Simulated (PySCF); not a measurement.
Delta-SCF ions had no search for a lower state. 

Cartesian coordinates (Å):
```xyz
6

C     -0.4867    -0.0029    -0.0007
C      0.9661     0.0057     0.0013
N      2.1229     0.0126     0.0029
H     -0.8628    -0.5921    -0.8493
H     -0.8661    -0.4461     0.9312
H     -0.8734     1.0228    -0.0855
```
Charge 0, multiplicity 1.

Q: Predict the vertical ionisation energy (Delta-SCF), dipole moment and HOMO–LUMO gap from PBE-D3(BJ)/def2-TZVP // PBE0-D3(BJ)/def2-SVP (PySCF 2.14.0).

A: 
```
Item                                       Value
--------------------------------------  --------
vertical ionisation energy (Delta-SCF)  12.08 eV
dipole moment                             3.95 D
HOMO–LUMO gap                            7.80 eV
```
